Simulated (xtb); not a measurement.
xtb input (GFN2-xTB):

```bash
xtb mol.xyz --gfn 2 --sp --chrg -1 --uhf 0
```
mol.xyz:
```
9

H      0.02052304     0.05589807     2.11750821
N      0.01077974     0.06690251     1.11378704
C      0.00317751     1.25279840     0.37969427
C      0.00382693    -1.08826299     0.34906554
C     -0.00941279     0.75716324    -0.93856272
C     -0.00908496    -0.67184965    -0.96432736
H      0.00842667    -2.07957621     0.78181971
H     -0.01825489     1.38383848    -1.82374512
H     -0.01719313    -1.32757185    -1.82731044
```

Output:

```
           -------------------------------------------------
          |                Calculation Setup                |
           -------------------------------------------------

           -------------------------------------------------
          |                 G F N 2 - x T B                 |
           -------------------------------------------------

        Reference                      10.1021/acs.jctc.8b01176
      * Hamiltonian:
        H0-scaling (s, p, d)           1.850000    2.230000    2.230000
        zeta-weighting                 0.500000
      * Dispersion:
        s8                             2.700000
        a1                             0.520000
        a2                             5.000000
        s9                             5.000000
      * Repulsion:
        kExp                           1.500000    1.000000
        rExp                           1.000000
      * Coulomb:
        alpha                          2.000000
        third order                    shell-resolved
        anisotropic                    true
        a3                             3.000000
        a5                             4.000000
        cn-shift                       1.200000
        cn-exp                         4.000000
        max-rad                        5.000000

          ...................................................
          :                      SETUP                      :
          :.................................................:
          :  # basis functions                  24          :
          :  # atomic orbitals                  24          :
          :  # shells                           14          :
          :  # electrons                        26          :
          :  max. iterations                   250          :
          :  Hamiltonian                  GFN2-xTB          :
          :  restarted?                      false          :
          :  GBSA solvation                  false          :
          :  PC potential                    false          :
          :  electronic temp.          300.0000000     K    :
          :  accuracy                    1.0000000          :
          :  -> integral cutoff          0.2500000E+02      :
          :  -> integral neglect         0.1000000E-07      :
          :  -> SCF convergence          0.1000000E-05 Eh   :
          :  -> wf. convergence          0.1000000E-03 e    :
          :  Broyden damping             0.4000000          :
          :  net charge                         -1          :
          :  unpaired electrons                  0          :
          ...................................................

 iter      E             dE          RMSdq      gap      omega  full diag
   1    -13.7211617 -0.137212E+02  0.450E+00    4.77       0.0  T
   2    -13.7786085 -0.574468E-01  0.378E+00    2.80       1.0  T
   3    -13.8022074 -0.235989E-01  0.211E+00    3.68       1.0  T
   4    -13.8007622  0.144521E-02  0.727E-01    3.67       1.0  T
   5    -13.8030417 -0.227953E-02  0.170E-01    3.80       1.0  T
   6    -13.8031247 -0.829675E-04  0.974E-02    3.82       1.0  T
   7    -13.8031350 -0.102940E-04  0.439E-02    3.81       1.0  T
   8    -13.8031367 -0.171145E-05  0.194E-02    3.83       1.7  T
   9    -13.8031393 -0.262509E-05  0.590E-03    3.82       5.7  T
  10    -13.8031393  0.565647E-08  0.538E-03    3.82       6.2  T
  11    -13.8031395 -0.144163E-06  0.614E-04    3.82      54.3  T
  12    -13.8031395 -0.884594E-09  0.462E-04    3.82      72.2  T

   *** convergence criteria satisfied after 12 iterations ***

         #    Occupation            Energy/Eh            Energy/eV
      -------------------------------------------------------------
         1        2.0000           -0.4015383             -10.9264
       ...           ...                  ...                  ...
         7        2.0000           -0.2391616              -6.5079
         8        2.0000           -0.2369940              -6.4489
         9        2.0000           -0.2091663              -5.6917
        10        2.0000           -0.1921814              -5.2295
        11        2.0000           -0.1380259              -3.7559
        12        2.0000           -0.0925823              -2.5193
        13        2.0000           -0.0728066              -1.9812 (HOMO)
        14                          0.0677042               1.8423 (LUMO)
        15                          0.1170889               3.1862
        16                          0.2631950               7.1619
        17                          0.3385594               9.2127
        18                          0.3966829              10.7943
       ...                                ...                  ...
        24                          0.8671355              23.5960
      -------------------------------------------------------------
                  HL-Gap            0.1405107 Eh            3.8235 eV
             Fermi-level           -0.0025512 Eh           -0.0694 eV

 SCC (total)                   0 d,  0 h,  0 min,  0.008 sec
 SCC setup                      ...        0 min,  0.000 sec (  2.098%)
 Dispersion                     ...        0 min,  0.000 sec (  1.809%)
 classical contributions        ...        0 min,  0.000 sec (  0.390%)
 integral evaluation            ...        0 min,  0.001 sec ( 14.144%)
 iterations                     ...        0 min,  0.004 sec ( 48.773%)
 molecular gradient             ...        0 min,  0.002 sec ( 29.572%)
 printout                       ...        0 min,  0.000 sec (  2.817%)

         :::::::::::::::::::::::::::::::::::::::::::::::::::::
         ::                     SUMMARY                     ::
         :::::::::::::::::::::::::::::::::::::::::::::::::::::
         :: total energy             -13.602826745252 Eh    ::
         :: gradient norm              0.028294096987 Eh/a0 ::
         :: HOMO-LUMO gap              3.823491684341 eV    ::
         ::.................................................::
         :: SCC energy               -13.803138283711 Eh    ::
         :: -> isotropic ES            0.135788462137 Eh    ::
         :: -> anisotropic ES          0.010110417435 Eh    ::
         :: -> anisotropic XC          0.006384725792 Eh    ::
         :: -> dispersion             -0.006434073467 Eh    ::
         :: repulsion energy           0.200311538459 Eh    ::
         :: add. restraining           0.000000000000 Eh    ::
         :: total charge              -1.000000000000 e     ::
         :::::::::::::::::::::::::::::::::::::::::::::::::::::

           -------------------------------------------------
          |                Property Printout                |
           -------------------------------------------------

    * Orbital Energies and Occupations

         #    Occupation            Energy/Eh            Energy/eV
      -------------------------------------------------------------
         1        2.0000           -0.4015383             -10.9264
         2        2.0000           -0.3728226             -10.1450
         3        2.0000           -0.3503101              -9.5324
         4        2.0000           -0.3245979              -8.8328
         5        2.0000           -0.2969860              -8.0814
         6        2.0000           -0.2886333              -7.8541
         7        2.0000           -0.2391616              -6.5079
         8        2.0000           -0.2369940              -6.4489
         9        2.0000           -0.2091663              -5.6917
        10        2.0000           -0.1921814              -5.2295
        11        2.0000           -0.1380259              -3.7559
        12        2.0000           -0.0925823              -2.5193
        13        2.0000           -0.0728066              -1.9812 (HOMO)
        14                          0.0677042               1.8423 (LUMO)
        15                          0.1170889               3.1862
        16                          0.2631950               7.1619
        17                          0.3385594               9.2127
        18                          0.3966829              10.7943
        19                          0.4393381              11.9550
        20                          0.4682156              12.7408
        21                          0.4848157              13.1925
        22                          0.6636593              18.0591
        23                          0.7284498              19.8221
        24                          0.8671355              23.5960
      -------------------------------------------------------------
                  HL-Gap            0.1405107 Eh            3.8235 eV
             Fermi-level           -0.0025512 Eh           -0.0694 eV

     #   Z          covCN         q      C6AA      α(0)
     1   1 H        0.861     0.054     2.284     2.367
     2   7 N        2.858    -0.150    24.240     7.312
     3   6 C        1.956    -0.336    41.644    10.421
     4   6 C        2.940    -0.056    29.397     8.892
     5   6 C        3.081    -0.100    30.426     9.043
     6   6 C        2.989    -0.096    30.408     9.046
     7   1 H        0.925    -0.100     5.561     3.688
     8   1 H        0.925    -0.113     6.049     3.846
     9   1 H        0.925    -0.102     5.631     3.711

 Mol. C6AA /au·bohr⁶  :       1332.344584
 Mol. C8AA /au·bohr⁸  :      31128.223979
 Mol. α(0) /au        :         58.326300

Wiberg/Mayer (AO) data.
largest (>0.10) Wiberg bond orders for each atom

 ---------------------------------------------------------------------------
     #   Z sym  total        # sym  WBO       # sym  WBO       # sym  WBO
 ---------------------------------------------------------------------------
     1   1 H    0.997 --     2 N    0.971
     2   7 N    3.469 --     3 C    1.192     4 C    1.167     1 H    0.971
     3   6 C    2.913 --     5 C    1.512     2 N    1.192     4 C    0.162
     4   6 C    3.908 --     6 C    1.529     2 N    1.167     7 H    0.960
                             3 C    0.162
     5   6 C    3.919 --     3 C    1.512     6 C    1.321     8 H    0.965
     6   6 C    3.947 --     4 C    1.529     5 C    1.321     9 H    0.963
     7   1 H    0.990 --     4 C    0.960
     8   1 H    0.987 --     5 C    0.965
     9   1 H    0.990 --     6 C    0.963
 ---------------------------------------------------------------------------

Topologies differ in total number of bonds
Writing topology from bond orders to xtbtopo.mol

molecular dipole:
                 x           y           z       tot (Debye)
 q only:        0.006      -0.362       0.570
   full:        0.005      -1.222       0.446       3.306
molecular quadrupole (traceless):
                xx          xy          yy          xz          yz          zz
 q only:        4.427       0.007      -3.740      -0.050       0.357      -0.686
  q+dip:        2.579      -0.011      -5.927       0.008      -1.512       3.348
   full:        3.650      -0.012      -6.401      -0.008      -1.696       2.751

           -------------------------------------------------
          | TOTAL ENERGY              -13.602826745252 Eh   |
          | GRADIENT NORM               0.028294096987 Eh/α |
          | HOMO-LUMO GAP               3.823491684341 eV   |
           -------------------------------------------------

------------------------------------------------------------------------
------------------------------------------------------------------------
 total:
 SCF:
Note: The following floating-point exceptions are signalling: IEEE_UNDERFLOW_FLAG IEEE_DENORMAL
normal termination of xtb
```

It need not be the lowest isomer of its formula. Whether it binds its extra electron was not tested at this geometry.
